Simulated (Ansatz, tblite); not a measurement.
# The cluster VS₂: which isomer is lowest

Which shape does the cluster VS₂ prefer? Candidates from a tight-binding search are relaxed and compared.

Method: relaxed with PBE0-D4/def2-TZVP, doublet; program: Ansatz 0.2.0, Gaussian basis.

2 further runs of the same task are left out: 2 set aside as unsound or not needed.

### 1 Where the work starts

3 atoms, charge 0, spin multiplicity 2.

Atoms are counted from 1 here; the program's logs count them from 0.

Bond lengths: V1–S2 2.044 Å, V1–S3 2.043 Å. Angles: S2–V1–S3 104.1°.

Geometry (Å):

```xyz
3
S2V
V    -0.1608   -0.2146    0.7941
S     1.0762    1.2647    0.1172
S    -0.9154   -1.0501   -0.9112
```

No spin-orbit coupling is included.

A search from random starts with GFN2-xTB found 3 distinct shapes; 2 go on here. The structure above is candidate A, which lies 0.00 eV above the lowest at that level; B lies 2.17 eV above the lowest at that level.

### 2 Relaxing candidate A

Input file in.yaml:

```yaml
crystal:
  periodic: [false, false, false]
  atoms:
    - {symbol: V, position_ang: [-0.160820, -0.214590, 0.794050]}
    - {symbol: S, position_ang: [1.076250, 1.264720, 0.117160]}
    - {symbol: S, position_ang: [-0.915430, -1.050130, -0.911200]}
basis:
  gaussian: {orbitals: def2-TZVP}
magnetization: {spin_polarized: true, initial_magnetization: 1}
hamiltonian: {xc: pbe0, dispersion: d4}
scf: {lower_state_search: "off"}
output: {orbitals: {seedname: orbitals}}
relax: {f_tol: 0.02, max_steps: 100}
```

Launch:

```console
$ ansatz run in.yaml --threads 4 --pin off --events-out ev --progress --plain --max-ram 3916MiB
```

The program printed, shortened:

```text
Functional definition: PBE0
  name "PBE0"
  cite "Adamo & Barone, J. Chem. Phys. 110, 6158 (1999) doi:10.1063/1.478522"
  cite "Perdew, Burke & Ernzerhof, Phys. Rev. Lett. 77, 3865 (1996) doi:10.1103/PhysRevLett.77.3865"
  parent pbe
[...]
1049 factors; their error is unknown
[...]
mean field -47346.11046559 eV, -1739.9374672643 hartree, gradient 3.4e-6 eV, S^2 0.976710; 0 other end points of the search recorded, 0 dependent functions left out
[...]
reference -47346.11049055 eV, -1739.9374681814 hartree; 28, 27 occupied and 91, 92 virtual orbitals, 1049 factors
relax step   1: F+E_penalty+E_count = -47346.19918007 eV  Δ(F+E_penalty+E_count) = +0.000e0 eV  max|allowed force component| = 1.199e0 eV/Å  Δτ_max = 0.0000 Å  (47 SCF iters, accepted)
[...]
relax step   3: F+E_penalty+E_count = -47346.27248780 eV  Δ(F+E_penalty+E_count) = -2.512e-2 eV  max|allowed force component| = 8.765e-2 eV/Å  Δτ_max = 0.0578 Å  (39 SCF iters, accepted)
[...]
relax step   4: F+E_penalty+E_count = -47346.27417232 eV  Δ(F+E_penalty+E_count) = -1.685e-3 eV  max|allowed force component| = 1.302e-2 eV/Å  Δτ_max = 0.0179 Å  (33 SCF iters, accepted)
Total energy: -47346.27419728 eV, -1739.9434842928 hartree
Atom 0 at    -0.142358    -0.189968     0.703284 Å, force    -0.002640    -0.003522     0.013022 eV/Å
Atom 1 at     1.115842     1.309153     0.187792 Å, force     0.004253     0.005170    -0.004999 eV/Å
Atom 2 at    -0.973484    -1.119185    -0.891066 Å, force    -0.001613    -0.001647    -0.008023 eV/Å
Dipole moment:    -0.194302    -0.259283     0.959894 e Å
Checks for a lower state left out: stability, starts, cluster_reference, orbital_swaps, neighbouring_geometries, increment
```

Run time: 14 s. Hardware: 4 threads of Intel Xeon Platinum 8259CL at 2.50GHz, shared host.

Step by step:

| step | energy from step 1 (eV) | largest force component (eV/Å) |
| --- | --- | --- |
| 1 | 0.0000 | 1.1992 |
| 2 | -0.0482 | 0.2501 |
| 3 | -0.0733 | 0.0876 |
| 4 | -0.0750 | 0.0130 |

Close pairs (by a distance rule), those that changed most:

| bond | before (Å) | after (Å) | change (Å) |
| --- | --- | --- | --- |
| V1–S2 | 2.044 | 2.024 | -0.020 |
| V1–S3 | 2.043 | 2.024 | -0.019 |

### 3 Relaxing candidate B

Input file in.yaml:

```yaml
crystal:
  periodic: [false, false, false]
  atoms:
    - {symbol: V, position_ang: [-1.943440, -0.223230, -0.032220]}
    - {symbol: S, position_ang: [1.682310, 0.838190, 0.020540]}
    - {symbol: S, position_ang: [0.261130, -0.614970, 0.011680]}
basis:
  gaussian: {orbitals: def2-TZVP}
magnetization: {spin_polarized: true, initial_magnetization: 1}
hamiltonian: {xc: pbe0, dispersion: d4}
scf: {lower_state_search: "off"}
output: {orbitals: {seedname: orbitals}}
relax: {f_tol: 0.02, max_steps: 100}
```

The command is unchanged.

The program printed, shortened:

```text
Functional definition: PBE0
  name "PBE0"
  cite "Adamo & Barone, J. Chem. Phys. 110, 6158 (1999) doi:10.1063/1.478522"
  cite "Perdew, Burke & Ernzerhof, Phys. Rev. Lett. 77, 3865 (1996) doi:10.1103/PhysRevLett.77.3865"
  parent pbe
[...]
1049 factors; their error is unknown
[...]
mean field -47343.60077036 eV, -1739.8452376657 hartree, gradient 5.6e-6 eV, S^2 2.592237; 0 other end points of the search recorded, 0 dependent functions left out
[...]
reference -47343.60080126 eV, -1739.8452388010 hartree; 28, 27 occupied and 91, 92 virtual orbitals, 1049 factors
relax step   1: F+E_penalty+E_count = -47343.71648908 eV  Δ(F+E_penalty+E_count) = +0.000e0 eV  max|allowed force component| = 1.234e0 eV/Å  Δτ_max = 0.0000 Å  (75 SCF iters, accepted)
[...]
relax step   7: F+E_penalty+E_count = -47345.23168614 eV  Δ(F+E_penalty+E_count) = -4.001e-3 eV  max|allowed force component| = 4.595e-2 eV/Å  Δτ_max = 0.0143 Å  (41 SCF iters, accepted)
[...]
relax step   8: F+E_penalty+E_count = -47345.23175604 eV  Δ(F+E_penalty+E_count) = -6.990e-5 eV  max|allowed force component| = 1.787e-2 eV/Å  Δτ_max = 0.0024 Å  (31 SCF iters, accepted)
Total energy: -47345.23178515 eV, -1739.9051763537 hartree
Atom 0 at    -1.282539     0.225466    -0.025512 Å, force    -0.017872     0.003831    -0.000363 eV/Å
Atom 1 at     0.820920     0.907771     0.004338 Å, force     0.010919     0.013041     0.000047 eV/Å
Atom 2 at     0.461619    -1.133247     0.021173 Å, force     0.006953    -0.016872     0.000317 eV/Å
Dipole moment:    -1.244405     0.218754    -0.024753 e Å
Checks for a lower state left out: stability, starts, cluster_reference, orbital_swaps, neighbouring_geometries, increment
```

Run time: 30 s. Hardware: 4 threads of Intel Xeon Platinum 8259CL at 2.50GHz, shared host.

Relaxation path:

| step | energy from step 1 (eV) | largest force component (eV/Å) |
| --- | --- | --- |
| 1 | 0.0000 | 1.2343 |
| 2 | -0.1761 | 0.4463 |
| 3 | -0.3864 | 0.8289 |
| 4 | -0.7452 | 1.1354 |
| 5 | -1.1811 | 2.4559 |
| 6 | -1.5112 | 0.4029 |
| 7 | -1.5152 | 0.0459 |
| 8 | -1.5153 | 0.0179 |

Close pairs (by a distance rule), those that changed most:

| bond | before (Å) | after (Å) | change (Å) |
| --- | --- | --- | --- |
| V1–S2 | 3.778 | 2.212 | -1.567 |
| S2–S3 | 2.033 | 2.072 | +0.040 |
| V1–S3 | 2.240 | 2.211 | -0.028 |

### 4 The relaxed candidates

| candidate | point group | bonds (count, mean Å) | energy above the lowest (kJ/mol) |
| --- | --- | --- | --- |
| A | C2v | S–V 2, 2.02 | 0.0 |
| B | C2v | S–V 2, 2.21; S–S 1, 2.07 | 100.6 |

### 5 Candidate B, GFN1-xTB

Tight binding, by tblite at 300 K electronic temperature and without a spin-polarisation term:

```python
tblite.interface.Calculator('GFN1-xTB', numbers, positions, charge=0, uhf=1).singlepoint()
```

Energy -238.7466 eV; 0.012 s.

### 6 Candidate B, GFN2-xTB

Tight binding, by tblite at 300 K electronic temperature and without a spin-polarisation term:

```python
tblite.interface.Calculator('GFN2-xTB', numbers, positions, charge=0, uhf=1).singlepoint()
```

Energy -227.6066 eV; 0.009 s.

### 7 Candidate B, PBE0-D4/def2-TZVP

start.molden holds the orbitals of an earlier run on this state, given as this run's starting guess.

Input file in.yaml:

```yaml
crystal:
  periodic: [false, false, false]
  atoms:
    - {symbol: V, position_ang: [-1.282539, 0.225466, -0.025512]}
    - {symbol: S, position_ang: [0.820920, 0.907771, 0.004338]}
    - {symbol: S, position_ang: [0.461619, -1.133247, 0.021173]}
basis:
  gaussian: {orbitals: def2-TZVP, initial_orbitals: start.molden}
magnetization: {spin_polarized: true, initial_magnetization: 1}
hamiltonian: {xc: pbe0, dispersion: d4}
scf: {omitted_lower_state_checks: [starts]}
output: {orbitals: {seedname: orbitals}}
```

The command is unchanged.

The program printed, shortened:

```text
Functional definition: PBE0
  name "PBE0"
  cite "Adamo & Barone, J. Chem. Phys. 110, 6158 (1999) doi:10.1063/1.478522"
  cite "Perdew, Burke & Ernzerhof, Phys. Rev. Lett. 77, 3865 (1996) doi:10.1103/PhysRevLett.77.3865"
  parent pbe
[...]
1049 factors; their error is unknown
[...]
mean field -47345.15065232 eV, -1739.9021947771 hartree, gradient 7.9e-6 eV, S^2 1.737219; 1 other end points of the search recorded, 0 dependent functions left out
reference -47345.15068004 eV, -1739.9021957957 hartree; 28, 27 occupied and 91, 92 virtual orbitals, 1049 factors
Total energy: -47345.24292583 eV, -1739.9055857659 hartree
Checks for a lower state left out: starts
```

Run time: 14 s. Hardware: 4 threads of Intel Xeon Platinum 8259CL at 2.50GHz, shared host.

HOMO -5.36 eV, LUMO -2.45 eV (over both spins); ⟨S²⟩ 1.737 (pure: 0.75); the next solution that the search met lies 0.011 eV higher. Doubts: spin contamination.

### 8 Candidate B, PBE-D4/def2-TZVP

Changes to in.yaml since step 7:

```diff
@@ -9,4 +9,4 @@
 magnetization: {spin_polarized: true, initial_magnetization: 1}
-hamiltonian: {xc: pbe0, dispersion: d4}
+hamiltonian: {xc: pbe, dispersion: d4}
 scf: {omitted_lower_state_checks: [starts]}
-output: {orbitals: {seedname: orbitals}}
+output: {forces: true, orbitals: {seedname: orbitals}}
```

Launched as before.

The program printed, shortened:

```text
Functional definition: PBE
  name "PBE"
  cite "Perdew, Burke & Ernzerhof, Phys. Rev. Lett. 77, 3865 (1996) doi:10.1103/PhysRevLett.77.3865"
  parent pbe
[...]
956 factors; their error is unknown
[...]
mean field -47343.52375823 eV, -1739.8424075220 hartree, gradient 7.7e-6 eV, S^2 1.712332; 0 other end points of the search recorded, 0 dependent functions left out
[...]
reference -47343.52379460 eV, -1739.8424088586 hartree; 28, 27 occupied and 91, 92 virtual orbitals, 956 factors
Total energy: -47343.63435354 eV, -1739.8464718248 hartree
Atom 0 at    -1.282539     0.225466    -0.025512 Å, force     0.020423    -0.003127     0.000401 eV/Å
Atom 1 at     0.820920     0.907771     0.004338 Å, force    -0.016065    -0.029203     0.000045 eV/Å
Atom 2 at     0.461619    -1.133247     0.021173 Å, force    -0.004358     0.032330    -0.000446 eV/Å
Dipole moment:    -0.825738     0.144827    -0.057621 e Å
Checks for a lower state left out: starts
```

Run time: 6 s. Hardware: 4 threads of Intel Xeon Platinum 8259CL at 2.50GHz, shared host.

From the report: HOMO -3.86 eV, LUMO -3.29 eV (over both spins); ⟨S²⟩ 1.712 (pure: 0.75). Doubts: spin contamination.

### 9 Candidate B, r2SCAN-D4/def2-TZVP

Changes to in.yaml since step 8:

```diff
@@ -9,4 +9,4 @@
 magnetization: {spin_polarized: true, initial_magnetization: 1}
-hamiltonian: {xc: pbe, dispersion: d4}
+hamiltonian: {xc: r2scan, dispersion: d4}
 scf: {omitted_lower_state_checks: [starts]}
-output: {forces: true, orbitals: {seedname: orbitals}}
+output: {orbitals: {seedname: orbitals}}
```

The command is unchanged.

The program printed, shortened:

```text
Functional definition: r2SCAN
  name "r2SCAN"
  cite "Furness, Kaplan, Ning, Perdew & Sun, J. Phys. Chem. Lett. 11, 8208 (2020) doi:10.1021/acs.jpclett.0c02405"
  cite "Furness, Kaplan, Ning, Perdew & Sun, J. Phys. Chem. Lett. 11, 9248 (2020) doi:10.1021/acs.jpclett.0c03077"
  parent r2scan
[...]
956 factors; their error is unknown
[...]
mean field -47356.41972037 eV, -1740.3163253895 hartree, gradient 4.2e-6 eV, S^2 1.752094; 0 other end points of the search recorded, 0 dependent functions left out
reference -47356.41973947 eV, -1740.3163260914 hartree; 28, 27 occupied and 91, 92 virtual orbitals, 956 factors
Total energy: -47356.43992166 eV, -1740.3170677733 hartree
Checks for a lower state left out: starts
```

It took 13 s on 4 threads of Intel Xeon Platinum 8259CL at 2.50GHz, shared host.

HOMO -4.16 eV, LUMO -3.10 eV (over both spins); ⟨S²⟩ 1.752 (pure: 0.75). Doubts: spin contamination.

### 10 Candidate B, revPBE-D4/def2-TZVP

Changes to in.yaml since step 9:

```diff
@@ -9,3 +9,3 @@
 magnetization: {spin_polarized: true, initial_magnetization: 1}
-hamiltonian: {xc: r2scan, dispersion: d4}
+hamiltonian: {xc: {name: revPBE}, dispersion: d4}
 scf: {omitted_lower_state_checks: [starts]}
```

Launched as before.

The program printed:

```text
Functional definition: revPBE
  name "revPBE"
  cite "Zhang & Yang, Phys. Rev. Lett. 80, 890 (1998) doi:10.1103/PhysRevLett.80.890"
  cite "Perdew, Burke & Ernzerhof, Phys. Rev. Lett. 77, 3865 (1996) doi:10.1103/PhysRevLett.77.3865"
  parameter kappa = 1.245
  parameter beta = 0.06672455060314922
  exchange = pbe_x(kappa = kappa, mu = beta*pi^2/3)
  correlation = pbe_c(beta = beta)
these checks for a lower state are left out or cut short: starts
956 factors; their error is unknown
mean field evaluation 1: about -47352.0218 eV, gradient 7.4e0 eV
mean field evaluation 2: about -47352.2342 eV, gradient 4.2e-1 eV
mean field evaluation 4: about -47352.2504 eV, gradient 2.1e-2 eV
mean field evaluation 8: about -47352.2422 eV, gradient 1.0e-5 eV
mean field evaluation 16: about -47352.2422 eV, gradient 1.0e-6 eV
mean field -47352.24216299 eV, -1740.1628029873 hartree, gradient 1.0e-6 eV, S^2 1.724819; 0 other end points of the search recorded, 0 dependent functions left out
reference -47352.24220826 eV, -1740.1628046511 hartree; 28, 27 occupied and 91, 92 virtual orbitals, 956 factors
Total energy: -47352.50317542 eV, -1740.1723950172 hartree
Checks for a lower state left out: starts
```

It took 5.5 s on 4 threads of Intel Xeon Platinum 8259CL at 2.50GHz, shared host.

From the report: HOMO -3.83 eV, LUMO -3.22 eV (over both spins); ⟨S²⟩ 1.725 (pure: 0.75). Doubts: spin contamination.

### 11 Candidate B, LC-ωPBE/def2-TZVP

Changes to in.yaml since step 10:

```diff
@@ -9,3 +9,3 @@
 magnetization: {spin_polarized: true, initial_magnetization: 1}
-hamiltonian: {xc: {name: revPBE}, dispersion: d4}
+hamiltonian: {xc: {name: LC-wPBE}}
 scf: {omitted_lower_state_checks: [starts]}
```

The command is unchanged.

The program printed, shortened:

```text
Functional definition: LC-wPBE
  name "LC-wPBE"
  cite "Vydrov & Scuseria, J. Chem. Phys. 125, 234109 (2006) doi:10.1063/1.2409292"
  cite "Heyd & Scuseria, J. Chem. Phys. 120, 7274 (2004) doi:10.1063/1.1668634"
  cite "Ernzerhof & Perdew, J. Chem. Phys. 109, 3313 (1998) doi:10.1063/1.476928"
  cite "Perdew, Burke & Ernzerhof, Phys. Rev. Lett. 77, 3865 (1996) doi:10.1103/PhysRevLett.77.3865"
  parent pbe
[...]
956 factors; their error is unknown
258 factors; integrals over basis functions are off by at most 3.4e-5 eV
[...]
mean field -47346.63015327 eV, -1739.9565654339 hartree, gradient 8.6e-6 eV, S^2 1.730826; 0 other end points of the search recorded, 0 dependent functions left out
reference -47346.63015327 eV, -1739.9565654341 hartree; 28, 27 occupied and 91, 92 virtual orbitals, 956 factors
Total energy: -47346.63015327 eV, -1739.9565654341 hartree
Checks for a lower state left out: starts
```

Wall time 9 s (4 threads of Intel Xeon Platinum 8259CL at 2.50GHz, shared host).

HOMO -7.97 eV, LUMO -0.56 eV (over both spins); ⟨S²⟩ 1.731 (pure: 0.75). Doubts: spin contamination.

### 12 Candidate B, CCSD(T)/def2-TZVPP

Input file in.yaml:

```yaml
crystal:
  periodic: [false, false, false]
  atoms:
    - {symbol: V, position_ang: [-1.282539, 0.225466, -0.025512]}
    - {symbol: S, position_ang: [0.820920, 0.907771, 0.004338]}
    - {symbol: S, position_ang: [0.461619, -1.133247, 0.021173]}
basis:
  gaussian: {orbitals: def2-TZVPP, initial_orbitals: start.molden}
magnetization: {spin_polarized: true, initial_magnetization: 1}
correlation: {method: ccsd_t}
scf: {omitted_lower_state_checks: [starts, cluster_reference]}
output: {orbitals: {seedname: orbitals}}
```

Launched as before.

The program printed, shortened:

```text
Functional definition: HF
  name "HF"
  cite "Fock, Z. Phys. 61, 126 (1930) doi:10.1007/BF01340294"
  parent pbe
[...]
932 factors; integrals over basis functions are off by at most 9.1e-4 eV
[...]
mean field -47292.24825827 eV, -1737.9580676543 hartree, gradient 3.4e-6 eV, S^2 1.729805; 0 other end points of the search recorded, 0 dependent functions left out
15 core orbitals not correlated: weight in the atoms' cores, before any rotation towards them, 1.000 or more for the frozen orbitals, at most 0.000 for the correlated occupied ones
reference -47292.24825827 eV, -1737.9580676543 hartree; 13, 12 occupied and 120, 121 virtual orbitals, 932 factors
second order -19.85213661 eV of doubles, -0.00000000 eV of singles
cycle   1  -20.02236029 eV  change   -1.7e-1 eV  update   1.9e-1
[...]
cycle  27  -21.22385826 eV  change   -7.6e-6 eV  update   1.6e-5
perturbative correction -1.37278241 eV, -0.0504488231 hartree
WARN: the results are in doubt because among natural orbitals the method converges to other amplitudes
Total energy: -47314.84489895 eV, -1738.7884788826 hartree
In doubt: among natural orbitals the method converges to other amplitudes
Checks for a lower state left out: starts, cluster_reference
```

Wall time 39 s (4 threads of Intel Xeon Platinum 8259CL at 2.50GHz, shared host); peak memory 1.4 GiB.

Hartree-Fock HOMO -7.28 eV, LUMO -0.84 eV (over both spins); ⟨S²⟩ 1.730 (pure: 0.75); T1 0.059. Doubts: state flagged by the program, large T1 diagnostic, spin contamination.

### 13 B against A

The energies of A at these levels come from its own runs, whose logs aren't repeated here.

| level | B above A (kJ/mol) | time |
| --- | --- | --- |
| GFN1-xTB | -35.3 | 0.02 s |
| GFN2-xTB | +54.7 | 0.017 s |
| HF/def2-TZVPP† | +23.5 |  |
| PBE-D4/def2-TZVP† | +157.6 | 8.6 s |
| revPBE-D4/def2-TZVP† | +153.8 | 8.2 s |
| r2SCAN-D4/def2-TZVP† | +142.3 | 18 s |
| PBE0-D4/def2-TZVP† | +99.5 | 28 s |
| LC-ωPBE/def2-TZVP† | +63.7 | 17 s |
| MP2/def2-TZVPP† | -18.4 |  |
| CCSD/def2-TZVPP† | +84.8 |  |
| CCSD(T)/def2-TZVPP† | +120.6 | 81 s |

Times add the two runs; a level without a time comes out of a correlated run. † marks a level with a doubtful state (flagged, unstable, out of aufbau order, or strongly spin-contaminated); such levels are left out of the summary. CCSD(T)/def2-TZVPP is no safe reference here (large T1 diagnostic, spin contamination, state flagged by the program).

### 14 Outcome

| quantity | value |
| --- | --- |
| B above A | no level free of doubt |

In words: Every level beyond tight binding has a doubtful state for B or A, so their order isn't settled. The search was small, so a lower isomer may exist. Only doublets are compared; another spin may lie lower and prefer another shape.
